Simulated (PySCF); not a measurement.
# NH3: magnetic properties, part 2 of 2

PySCF 2.14.0. Atoms count from 0. Earlier steps stand in the parts before.

## 10. Magnetic properties: GIAO B3LYP/IGLO-II

The job: settings as JSON, then the geometry in Å.

```
{"job": {"kind": "mag", "xc": "B3LYP", "basis": "IGLO-II"}, "charge": 0, "multiplicity": 1}
N      0.050971     0.039292     0.290386
H      0.961825    -0.154981    -0.124508
H     -0.578450    -0.659601    -0.103251
H     -0.245437     0.926734    -0.114749
```

With the program's defaults for keys left out, this is: GIAO B3LYP/IGLO-II magnetisability, rotational g tensor and spin-rotation constants, non-relativistic, gas phase.

The program printed:

```text
coarse grid: 2928 points
cycle   1  E = -56.5468885177  dE = -8.119e-02  |g| = 4.103e-01  |ddm| = 1.094e+00
cycle   2  E = -56.5116234443  dE =  3.527e-02  |g| = 5.864e-01  |ddm| = 5.686e-01
cycle   3  E = -56.5833275064  dE = -7.170e-02  |g| = 1.934e-02  |ddm| = 3.182e-01
cycle   4  E = -56.5833924546  dE = -6.495e-05  |g| = 3.518e-03  |ddm| = 1.791e-02
cycle   5  E = -56.5833945896  dE = -2.135e-06  |g| = 2.189e-04  |ddm| = 2.299e-03
final grid: 27112 points
cycle   6  E = -56.5777578939  dE = -6.619e-06  |g| = 4.187e-03  |ddm| = 4.971e-03
cycle   7  E = -56.5777542867  dE =  3.607e-06  |g| = 6.007e-03  |ddm| = 4.797e-03
cycle   8  E = -56.5777612778  dE = -6.991e-06  |g| = 8.339e-05  |ddm| = 2.842e-03
cycle   9  E = -56.5777612791  dE = -1.314e-09  |g| = 1.734e-05  |ddm| = 8.360e-05
cycle  10  E = -56.5777612792  dE = -6.646e-11  |g| = 1.732e-06  |ddm| = 1.867e-05
converged SCF energy = -56.5777612792

Magnetisability tensor (1e-30 J/T^2)
     -288.19       -0.00        0.19
       -0.00     -288.19        0.07
        0.19        0.07     -272.98
isotropic -283.12   principal values    -288.19   -288.19   -272.98
isotropic susceptibility -17.050 1e-6 cm^3/mol

Inertial axes            a          b          c
rot. const./GHz    291.9503   291.9304   190.8436
chi total           -17.355    -17.355    -16.439
chi diamagnetic     -20.516    -20.516    -22.234
chi paramagnetic      3.161      3.161      5.795
quadrupole/D A        1.298      1.298     -2.596
g nuclear            0.9788     0.9787     0.9995
g electronic        -0.4335    -0.4335    -0.5196
g total              0.5453     0.5452     0.4799

Spin-rotation constants (kHz, H = +C I.J)
atom  isotope        aa         bb         cc
  0    14N        6.495      6.495      7.753
  1     1H      -20.263    -20.261    -20.607
  2     1H      -20.262    -20.261    -20.607
  3     1H      -20.262    -20.261    -20.607
```

Run time: 0.5 s. Hardware: 1 thread of Arm Neoverse V1, shared host; peak memory 0.31 GiB.

From this job:

```csv
quantity,value
magnetisability,-283·10⁻³⁰ J/T²
molar susceptibility,-17.1·10⁻⁶ cm³/mol
"rotational g (a, b, c)","0.5453, 0.5452, 0.4799"
```

## 11. Magnetic properties: GIAO B3LYP/pcSseg-1

The job: settings as JSON, then the geometry in Å.

```
{"job": {"kind": "mag", "xc": "B3LYP", "basis": "pcSseg-1"}, "charge": 0, "multiplicity": 1}
N      0.050971     0.039292     0.290386
H      0.961825    -0.154981    -0.124508
H     -0.578450    -0.659601    -0.103251
H     -0.245437     0.926734    -0.114749
```

Method: GIAO B3LYP/pcSseg-1 magnetisability, rotational g tensor and spin-rotation constants, non-relativistic, gas phase.

The program printed:

```text
coarse grid: 2928 points
cycle   1  E = -56.5126111372  dE = -8.015e-02  |g| = 4.022e-01  |ddm| = 1.417e+00
cycle   2  E = -56.4843433791  dE =  2.827e-02  |g| = 5.467e-01  |ddm| = 5.818e-01
cycle   3  E = -56.5473754475  dE = -6.303e-02  |g| = 1.983e-02  |ddm| = 3.395e-01
cycle   4  E = -56.5474507795  dE = -7.533e-05  |g| = 2.397e-03  |ddm| = 1.308e-02
cycle   5  E = -56.5474517825  dE = -1.003e-06  |g| = 1.981e-04  |ddm| = 1.378e-03
final grid: 27112 points
cycle   6  E = -56.5511763045  dE = -4.168e-06  |g| = 4.473e-03  |ddm| = 6.425e-03
cycle   7  E = -56.5511724208  dE =  3.884e-06  |g| = 6.299e-03  |ddm| = 6.016e-03
cycle   8  E = -56.5511803343  dE = -7.914e-06  |g| = 3.879e-05  |ddm| = 3.533e-03
cycle   9  E = -56.5511803346  dE = -3.057e-10  |g| = 1.063e-05  |ddm| = 3.084e-05
converged SCF energy = -56.5511803346

Magnetisability tensor (1e-30 J/T^2)
     -282.65       -0.00        0.18
       -0.00     -282.65        0.07
        0.18        0.07     -268.37
isotropic -277.89   principal values    -282.65   -282.65   -268.37
isotropic susceptibility -16.735 1e-6 cm^3/mol

Inertial axes            a          b          c
rot. const./GHz    291.9503   291.9304   190.8436
chi total           -17.022    -17.022    -16.161
chi diamagnetic     -20.376    -20.376    -22.274
chi paramagnetic      3.354      3.354      6.113
quadrupole/D A        1.196      1.196     -2.392
g nuclear            0.9788     0.9787     0.9995
g electronic        -0.4600    -0.4600    -0.5481
g total              0.5188     0.5187     0.4514

Spin-rotation constants (kHz, H = +C I.J)
atom  isotope        aa         bb         cc
  0    14N        6.043      6.043      8.054
  1     1H      -19.498    -19.496    -19.786
  2     1H      -19.497    -19.495    -19.786
  3     1H      -19.497    -19.496    -19.786
```

It took 0.44 s on 1 thread of Arm Neoverse V1, shared host; peak memory 0.31 GiB.

From this job:

```csv
quantity,value
magnetisability,-278·10⁻³⁰ J/T²
molar susceptibility,-16.7·10⁻⁶ cm³/mol
"rotational g (a, b, c)","0.5188, 0.5187, 0.4514"
```

## 12. Magnetic properties: GIAO B3LYP/6-31++G**

The job: settings as JSON, then the geometry in Å.

```
{"job": {"kind": "mag", "xc": "B3LYP", "basis": "6-31++G**"}, "charge": 0, "multiplicity": 1}
N      0.050971     0.039292     0.290386
H      0.961825    -0.154981    -0.124508
H     -0.578450    -0.659601    -0.103251
H     -0.245437     0.926734    -0.114749
```

With the program's defaults for keys left out, this is: GIAO B3LYP/6-31++G** magnetisability, rotational g tensor and spin-rotation constants, non-relativistic, gas phase.

The program printed:

```text
coarse grid: 2928 points
cycle   1  E = -56.5420249528  dE = -8.674e-02  |g| = 3.835e-01  |ddm| = 1.365e+00
cycle   2  E = -56.5007044318  dE =  4.132e-02  |g| = 5.723e-01  |ddm| = 6.874e-01
cycle   3  E = -56.5758527668  dE = -7.515e-02  |g| = 2.093e-02  |ddm| = 3.932e-01
cycle   4  E = -56.5759556202  dE = -1.029e-04  |g| = 2.283e-03  |ddm| = 2.696e-02
cycle   5  E = -56.5759566224  dE = -1.002e-06  |g| = 4.141e-04  |ddm| = 2.398e-03
final grid: 27112 points
cycle   6  E = -56.5656299571  dE = -3.223e-06  |g| = 4.039e-03  |ddm| = 5.487e-03
cycle   7  E = -56.5656255137  dE =  4.443e-06  |g| = 6.092e-03  |ddm| = 6.220e-03
cycle   8  E = -56.5656336053  dE = -8.092e-06  |g| = 6.754e-05  |ddm| = 3.695e-03
cycle   9  E = -56.5656336064  dE = -1.042e-09  |g| = 1.746e-05  |ddm| = 7.383e-05
cycle  10  E = -56.5656336065  dE = -8.052e-11  |g| = 1.137e-06  |ddm| = 3.016e-05
converged SCF energy = -56.5656336065

Magnetisability tensor (1e-30 J/T^2)
     -299.15       -0.00        0.27
       -0.00     -299.16        0.10
        0.27        0.10     -277.64
isotropic -291.98   principal values    -299.16   -299.16   -277.63
isotropic susceptibility -17.584 1e-6 cm^3/mol

Inertial axes            a          b          c
rot. const./GHz    291.9503   291.9304   190.8436
chi total           -18.016    -18.016    -16.719
chi diamagnetic     -21.211    -21.211    -22.510
chi paramagnetic      3.195      3.195      5.791
quadrupole/D A        1.535      1.535     -3.071
g nuclear            0.9788     0.9787     0.9995
g electronic        -0.4383    -0.4382    -0.5192
g total              0.5405     0.5405     0.4803

Spin-rotation constants (kHz, H = +C I.J)
atom  isotope        aa         bb         cc
  0    14N        6.123      6.122      6.671
  1     1H      -19.183    -19.181    -20.028
  2     1H      -19.182    -19.181    -20.028
  3     1H      -19.183    -19.181    -20.028
```

Wall time 0.49 s (1 thread of Arm Neoverse V1, shared host); peak memory 0.31 GiB.

From this job:

```csv
quantity,value
magnetisability,-292·10⁻³⁰ J/T²
molar susceptibility,-17.6·10⁻⁶ cm³/mol
"rotational g (a, b, c)","0.5405, 0.5405, 0.4803"
```

## 13. Magnetic properties: GIAO B3LYP/pcSseg-3

The job: settings as JSON, then the geometry in Å.

```
{"job": {"kind": "mag", "xc": "B3LYP", "basis": "pcSseg-3"}, "charge": 0, "multiplicity": 1}
N      0.050971     0.039292     0.290386
H      0.961825    -0.154981    -0.124508
H     -0.578450    -0.659601    -0.103251
H     -0.245437     0.926734    -0.114749
```

Level: GIAO B3LYP/pcSseg-3 magnetisability, rotational g tensor and spin-rotation constants, non-relativistic, gas phase.

The program printed:

```text
coarse grid: 2928 points
cycle   1  E = -56.5599538228  dE = -9.230e-02  |g| = 4.087e-01  |ddm| = 8.560e-01
cycle   2  E = -56.5089289260  dE =  5.102e-02  |g| = 6.384e-01  |ddm| = 7.334e-01
cycle   3  E = -56.5969735822  dE = -8.804e-02  |g| = 1.792e-02  |ddm| = 5.232e-01
cycle   4  E = -56.5970330942  dE = -5.951e-05  |g| = 4.541e-03  |ddm| = 1.785e-02
cycle   5  E = -56.5970366993  dE = -3.605e-06  |g| = 3.525e-04  |ddm| = 2.960e-03
final grid: 27112 points
cycle   6  E = -56.5942350439  dE = -6.070e-05  |g| = 4.661e-03  |ddm| = 6.681e-02
cycle   7  E = -56.5942302599  dE =  4.784e-06  |g| = 6.613e-03  |ddm| = 4.114e-03
cycle   8  E = -56.5942388756  dE = -8.616e-06  |g| = 3.006e-04  |ddm| = 3.087e-03
cycle   9  E = -56.5942388932  dE = -1.768e-08  |g| = 5.921e-05  |ddm| = 2.487e-04
cycle  10  E = -56.5942388939  dE = -6.613e-10  |g| = 3.549e-06  |ddm| = 6.410e-05
converged SCF energy = -56.5942388939

Magnetisability tensor (1e-30 J/T^2)
     -297.67       -0.00        0.21
       -0.00     -297.67        0.08
        0.21        0.08     -280.39
isotropic -291.91   principal values    -297.68   -297.67   -280.39
isotropic susceptibility -17.579 1e-6 cm^3/mol

Inertial axes            a          b          c
rot. const./GHz    291.9503   291.9304   190.8436
chi total           -17.926    -17.926    -16.885
chi diamagnetic     -21.024    -21.024    -22.545
chi paramagnetic      3.097      3.097      5.660
quadrupole/D A        1.409      1.409     -2.818
g nuclear            0.9788     0.9787     0.9995
g electronic        -0.4248    -0.4248    -0.5075
g total              0.5540     0.5539     0.4920

Spin-rotation constants (kHz, H = +C I.J)
atom  isotope        aa         bb         cc
  0    14N        7.430      7.429      7.961
  1     1H      -18.586    -18.585    -19.573
  2     1H      -18.585    -18.584    -19.573
  3     1H      -18.586    -18.584    -19.573
```

It took 3.4 s on 1 thread of Arm Neoverse V1, shared host; peak memory 0.47 GiB.

From this job:

```csv
quantity,value
magnetisability,-292·10⁻³⁰ J/T²
molar susceptibility,-17.6·10⁻⁶ cm³/mol
"rotational g (a, b, c)","0.5540, 0.5539, 0.4920"
```

## 14. Magnetic properties: GIAO B3LYP/6-311G**

The job: settings as JSON, then the geometry in Å.

```
{"job": {"kind": "mag", "xc": "B3LYP", "basis": "6-311G**"}, "charge": 0, "multiplicity": 1}
N      0.050971     0.039292     0.290386
H      0.961825    -0.154981    -0.124508
H     -0.578450    -0.659601    -0.103251
H     -0.245437     0.926734    -0.114749
```

Method: GIAO B3LYP/6-311G** magnetisability, rotational g tensor and spin-rotation constants, non-relativistic, gas phase.

The program printed:

```text
coarse grid: 2928 points
cycle   1  E = -56.5427804889  dE = -7.618e-02  |g| = 4.168e-01  |ddm| = 1.123e+00
cycle   2  E = -56.5104794938  dE =  3.230e-02  |g| = 5.771e-01  |ddm| = 5.695e-01
cycle   3  E = -56.5803293778  dE = -6.985e-02  |g| = 1.927e-02  |ddm| = 3.282e-01
cycle   4  E = -56.5804000889  dE = -7.071e-05  |g| = 3.109e-03  |ddm| = 1.804e-02
cycle   5  E = -56.5804018851  dE = -1.796e-06  |g| = 1.951e-04  |ddm| = 2.276e-03
final grid: 27112 points
cycle   6  E = -56.5759777615  dE = -4.719e-06  |g| = 4.317e-03  |ddm| = 5.736e-03
cycle   7  E = -56.5759741965  dE =  3.565e-06  |g| = 6.056e-03  |ddm| = 5.310e-03
cycle   8  E = -56.5759813955  dE = -7.199e-06  |g| = 6.600e-05  |ddm| = 3.107e-03
cycle   9  E = -56.5759813964  dE = -9.202e-10  |g| = 1.449e-05  |ddm| = 6.344e-05
converged SCF energy = -56.5759813964

Magnetisability tensor (1e-30 J/T^2)
     -283.01       -0.00        0.15
       -0.00     -283.01        0.06
        0.15        0.06     -270.79
isotropic -278.94   principal values    -283.01   -283.01   -270.79
isotropic susceptibility -16.798 1e-6 cm^3/mol

Inertial axes            a          b          c
rot. const./GHz    291.9503   291.9304   190.8436
chi total           -17.043    -17.043    -16.307
chi diamagnetic     -20.335    -20.335    -22.198
chi paramagnetic      3.291      3.291      5.891
quadrupole/D A        1.216      1.216     -2.432
g nuclear            0.9788     0.9787     0.9995
g electronic        -0.4514    -0.4514    -0.5281
g total              0.5273     0.5273     0.4713

Spin-rotation constants (kHz, H = +C I.J)
atom  isotope        aa         bb         cc
  0    14N        5.139      5.139      7.602
  1     1H      -20.020    -20.019    -20.327
  2     1H      -20.020    -20.018    -20.328
  3     1H      -20.020    -20.019    -20.328
```

Run time: 0.47 s. Hardware: 1 thread of Arm Neoverse V1, shared host; peak memory 0.29 GiB.

Key values:

```csv
quantity,value
magnetisability,-279·10⁻³⁰ J/T²
molar susceptibility,-16.8·10⁻⁶ cm³/mol
"rotational g (a, b, c)","0.5273, 0.5273, 0.4713"
```

## 15. The levels compared

```csv
level,ξ (10⁻³⁰ J/T²),g(a),g(b),gap (eV),functions,time
GIAO B3LYP/def2-TZVPD,-291,0.5589,0.5588,7.55,64,1.2 s
GIAO B3LYP/pcSseg-0,-272,0.5012,0.5012,8.02,15,0.3 s
GIAO B3LYP/IGLO-III,-291,0.5554,0.5553,7.79,65,0.78 s
GIAO B3LYP/ANO-RCC-VDZP,-276,0.4794,0.4794,7.18,29,0.68 s
GIAO B3LYP/def2-TZVP,-287,0.5485,0.5485,8.03,49,0.63 s
GIAO B3LYP/aug-cc-pVDZ,-293,0.5488,0.5487,7.08,50,0.61 s
GIAO B3LYP/cc-pVTZ,-283,0.5454,0.5453,8.09,72,0.86 s
GIAO B3LYP/IGLO-II,-283,0.5453,0.5452,8.30,40,0.5 s
GIAO B3LYP/pcSseg-1,-278,0.5188,0.5187,8.26,32,0.44 s
GIAO B3LYP/6-31++G**,-292,0.5405,0.5405,6.99,36,0.49 s
GIAO B3LYP/pcSseg-3,-292,0.5540,0.5539,7.38,171,3.4 s
GIAO B3LYP/6-311G**,-279,0.5273,0.5273,8.15,36,0.47 s
```

## 16. What came out

This closing draws on all 2 parts.

| quantity | value |
| --- | --- |
| point group | C3v |
| rotational constants (main isotopes) | 291.95, 291.93, 190.84 GHz |
| magnetisability (step 3, GIAO B3LYP/def2-TZVPD) | -291·10⁻³⁰ J/T² |
| molar susceptibility (step 3, GIAO B3LYP/def2-TZVPD) | -17.6·10⁻⁶ cm³/mol |
| rotational g (a, b, c) (step 3, GIAO B3LYP/def2-TZVPD) | 0.5589, 0.5588, 0.4898 |
| surface potential, 1st and 99th percentile | -1.86 V and 1.44 V |
| magnetisability over the levels | -293 to -272·10⁻³⁰ J/T² |

What this shows: Relaxing lowered the energy by 0.009 eV in 3 steps; the close pair that moved most is N0–H1, from 1.013 to 1.020 Å. The magnetisability spreads by 7.3 % over 12 levels, from GIAO B3LYP/aug-cc-pVDZ (0.61 s) to GIAO B3LYP/pcSseg-0 (0.3 s); the runs took 0.3 s to 3.4 s. Vibrational averaging and real surroundings are missing from these values.
